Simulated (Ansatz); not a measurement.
Program: Ansatz 0.2.0.

Basis-set series for CH₃F₂NO (`NC(O)(F)F`). Total charge 0; spin multiplicity 1. Geometry: relaxed with PBE0-D4/def2-TZVP. It is one conformer, not always the lowest.

| functional | basis | functions | energy (Eh) | HOMO (eV) | LUMO (eV) |
| --- | --- | --- | --- | --- | --- |
| PBE0-D4 | def2-SVP | 85 | -368.94432 | -8.21 | 1.76 |
| PBE0-D4 | def2-TZVPP | 197 | -369.38786 | -8.51 | 0.93 |
| ωB97M-V | def2-SVP | 85 | -369.20478 | -10.66 | 3.36 |
| ωB97M-V | def2-TZVPP | 197 | -369.65882 | -10.98 | 2.30 |

Question: Give the rows for def2-QZVPP. (Best estimate.)

Answer: The calculation gave: 
```tsv
functional	basis	functions	energy (Eh)	HOMO (eV)	LUMO (eV)
PBE0-D4	def2-QZVPP	375	-369.40727	-8.57	0.49
ωB97M-V	def2-QZVPP	375	-369.67725	-11.04	1.67
```

Positive LUMOs are unbound and depend on the basis.
